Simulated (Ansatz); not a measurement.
Two shapes of singlet COS.

Shape 1:

```xyz
3

O     0.0000    0.0000   -1.6821
C     0.0000    0.0000   -0.5257
S     0.0000    0.0000    1.0382
```

Shape 2:

```xyz
3

O     0.0000    0.0000   -1.5475
C     0.0000    0.0000   -0.4836
S     0.0000    0.0000    0.9551
```

Basis set: cc-pVDZ (spherical functions). Correlated methods keep 7 orbitals frozen. Charge 0, multiplicity 1.

Computed with Ansatz (development build ahead of 0.2.0); each method stands on the lowest determinant of its kind that the runs found.

(1) Which shape is lower in energy, and by how much in each method?

Answers

(1)

```
 method  E(2) − E(1) (eV)
    RHF             0.967
RHF-MP2             1.513
```

Shape 1 is lower. Caution: no unrestricted run beside it, a lower state can exist.
